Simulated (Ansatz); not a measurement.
`[NH2][Mg][F]` + HCl → `[F][Mg][Cl]` + NH₃ at 298.15 K and 1 bar (ligand exchange at a Mg–N bond).

Gas-phase electronic energies from Ansatz, PBE0-D4/def2-TZVP geometries. CCSD(T)/CBS adds triple-zeta CCSD(T) − MP2 to the extrapolated MP2 energy (def2 sets, frozen cores). This one scheme is used for every species. For Mg outer-core shells are correlated without core-valence functions, which leaves a few kJ/mol of doubt a bond. Each species was taken in one conformer, which may not be the lowest.

```tsv
species	CCSD(T)/CBS energy (Eh)	H − E (kJ/mol)	S (J/(mol·K))
`[NH2][Mg][F]`	-355.68386	83.5	277.8
HCl	-460.38127	26.6	186.8
`[F][Mg][Cl]`	-759.61026	22.0	265.4
NH₃	-56.50880	100.5	192.4
```

H − E and S are ideal-gas, rigid-rotor, harmonic terms from PBE0-D4/def2-TZVP, for one conformer and one mirror image of each species. 1 Eh = 2625.50 kJ/mol, R = 8.31446 J/(mol·K).

Task: By hand: ΔE, ΔH, ΔS and ΔG.

Result: ΔE = (-759.61026) + (-56.50880) − (-355.68386) − (-460.38127) = -0.05393 Eh = -141.6 kJ/mol. Δ(H − E) = 22.0 + 100.5 − 83.5 − 26.6 = 12.4, so ΔH = -129.2 kJ/mol. ΔS = 265.4 + 192.4 − 277.8 − 186.8 = -6.8 J/(mol·K). ΔG = -129.2 − 298.15 × (-6.8)/1000 = -127.2 kJ/mol.

Task: By hand: the equilibrium constant, and the temperature at which ΔG would vanish if ΔH and ΔS stayed fixed.

Result: log₁₀ K = −ΔG/(RT ln 10) = 22.3. ΔG = 0 at ΔH/ΔS = 19000 K, far beyond where these terms or the molecules hold.

The number of gas molecules stays the same, so ΔS is small and ΔH decides. A doubt of 5 kJ/mol in ΔE shifts log₁₀ K by 0.9 here. Other conformers and mirror images would add mixing entropy, several J/(mol·K) or more a flexible species. These are equilibria of isolated gas molecules and say nothing of rates. Largest T1 diagnostic: 0.011 (customary marks: 0.02 for closed shells, 0.045 for open ones).
